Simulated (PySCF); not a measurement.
**Solver options tried on LiS**

The same problem is solved with other solver options, one edit a run.

The runs use PySCF 2.14.0; each script names its method and basis.

4 further runs of the same task are left out: 4 that didn't finish.

### Step 1. Starting geometry

LiS: 2 atoms, charge 0, spin multiplicity 2.

Bond lengths: Li1–S2 2.217 Å.

### Step 2. Base script

Contents of input.py:

```python
from pyscf import gto, scf, cc

mol = gto.M(
    atom='Li 0 0 0; S 0 0 2.217',
    basis='6-31g*',
    charge=0,
    spin=1,
    verbose=3,
)
mf = scf.UHF(mol)
mf = mf.density_fit(auxbasis='def2-universal-jkfit')
mf.kernel()
mycc = cc.CCSD(mf, frozen=5)
mycc.kernel()
mycc.ccsd_t()
mf.dip_moment()
print('orbital energies (hartree):', [e[max(0, n-3):n+3].round(4) for e, n in zip(mf.mo_energy, mol.nelec)])
```

Run with:

```bash
OMP_NUM_THREADS=1 python input.py
```

The log of this run is left out.

It gives: E(SCF) = -404.976765 Eh, E(CCSD) − E(SCF) = -0.12037 Eh, (T) = -0.00287 Eh, ⟨S²⟩ = 0.756, μ = 7.66 D (of the SCF density).

The bond length is a typed value, not an optimised one.

### Step 3. Initial guess chk

Variant 1 changes initial guess: minao → chk.

Contents of input.py:

```python
from pyscf import gto, scf, cc

mol = gto.M(
    atom='Li 0 0 0; S 0 0 2.217',
    basis='6-31g*',
    charge=0,
    spin=1,
    verbose=3,
)
mf = scf.UHF(mol)
mf = mf.density_fit(auxbasis='def2-universal-jkfit')
mf.init_guess = 'chk'
mf.kernel()
mycc = cc.CCSD(mf, frozen=5)
mycc.kernel()
mycc.ccsd_t()
mf.dip_moment()
print('orbital energies (hartree):', [e[max(0, n-3):n+3].round(4) for e, n in zip(mf.mo_energy, mol.nelec)])
```

Run with:

```bash
OMP_NUM_THREADS=1 python input.py
```

### Step 4. Smearing width 0.2 hartree

Variant 2 changes smearing width: none → 0.2 hartree; step after the SCF: ccsd(t) → none.

input.py: that of step 2 with these lines changed.

```diff
@@ -1,2 +1,2 @@
-from pyscf import gto, scf, cc
+from pyscf import gto, scf
 
@@ -11,6 +11,4 @@
 mf = mf.density_fit(auxbasis='def2-universal-jkfit')
+mf = scf.addons.smearing_(mf, sigma=0.2, method='fermi')
 mf.kernel()
-mycc = cc.CCSD(mf, frozen=5)
-mycc.kernel()
-mycc.ccsd_t()
 mf.dip_moment()
```

**Question.** What will these runs give? Wanted: for each run, E(SCF); from base; gap, α spin; SCF dipole; after the SCF.

The runs gave:

```
                                     run  E(SCF) (hartree)  from base (eV)  gap, α spin (eV)  SCF dipole (D)                               after the SCF
                                    base       -404.976765               0              8.40            7.66  CCSD(T) correlation -3.354 eV, core frozen
                       initial guess chk       -404.976765          0.0000              8.40            7.66  CCSD(T) correlation -3.354 eV, core frozen
smearing width 0.2 hartree (poor choice)       -403.922731  not comparable               n/a            6.33                                         n/a
```

In words: The SCF energy stays the same, to the digits that matter, with initial guess chk. PySCF falls back to minao for a guess that it doesn't know or can't read, so that run repeats the base. Rows marked «poor choice» come from settings spoiled on purpose.
